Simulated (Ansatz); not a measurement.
**hcp Ti**

All values below come from PBEsol (Ansatz, a program for electronic structure, PAW).

Numerical settings: plane-wave cutoff 500 eV, 5×5×5 k mesh, Fermi–Dirac smearing 0.1 eV, cell of 36 sites, scalar-relativistic PAW data made under PBE.

Cell: relaxed at this level.

```
Property                                     Result
------------------------------------------  -------
vacancy formation energy                    2.22 eV
vacancy formation energy before relaxation  2.29 eV
```

Measured, for comparison: vacancy formation energy 1.27 ± 0.05 eV (not corrected to a static lattice, monovacancy; as tabulated in Hashimoto et al. (1984), doi:10.1088/0305-4608/14/10/004). Computed (rounded) less measured: vacancy formation energy +0.95 eV.

Note: energies are extrapolated to zero smearing, and mesh and cell size move such values by some hundredths of an eV or more.

Static lattice: no zero-point or thermal effects.

It cost about 23 core-minutes (a rough figure) of CPU time.
